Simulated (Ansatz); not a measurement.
Cubic perovskite SrTiO₃ (cubic form, which distorts at low temperature): LDA at its full settings (plane-wave cutoff 520 eV, 10×10×10 k mesh, Fermi–Dirac smearing 0.01 eV, no spin polarisation, scalar-relativistic PAW data made under PBE) and at cheaper ones, in a cell of 5 atoms with Γ-centred meshes.

```json
[
 {"level and setting": "LDA (Ansatz)", "lattice constant a (Å)": "3.854", "bulk modulus (GPa)": "202"},
 {"level and setting": "LDA (Γ point alone) (Ansatz)", "lattice constant a (Å)": "4.260", "bulk modulus (GPa)": "95.3"},
 {"level and setting": "LDA (2×2×2 k mesh) (Ansatz)", "lattice constant a (Å)": "3.872", "bulk modulus (GPa)": "199"},
 {"level and setting": "LDA (4×4×4 k mesh) (Ansatz)", "lattice constant a (Å)": "3.855", "bulk modulus (GPa)": "202"}
]
```

Largest shifts from the full settings: lattice constant a +10.5 % (LDA (Γ point alone)), against a difference of -0.93 % of the full result from the reference 3.89 Å (measured, 0 K, cubic phase extrapolated to 0 K; as tabulated in Bilc et al. (2008), arXiv:0805.0753); bulk modulus -53 % (LDA (Γ point alone)), against a difference of +17.4 % of the full result from the reference 172 GPa (measured, room temperature, not corrected to a static lattice, Murnaghan fit, sources range from 165 to 179; as tabulated in Guennou et al. (2010), arXiv:0910.0710).

Caveats: the relaxation could not lower the start's symmetry, so the cell can be a saddle point above a distorted one (LDA, LDA (Γ point alone), LDA (2×2×2 k mesh), LDA (4×4×4 k mesh)). Ansatz's density-functional and Hartree–Fock values are scalar-relativistic unless marked +SOC, with PAW data made under PBE.

Run with cheap settings on purpose, which may leave them unconverged: LDA (2×2×2 k mesh), LDA (4×4×4 k mesh), LDA (Γ point alone).

Ansatz is an electronic-structure program.
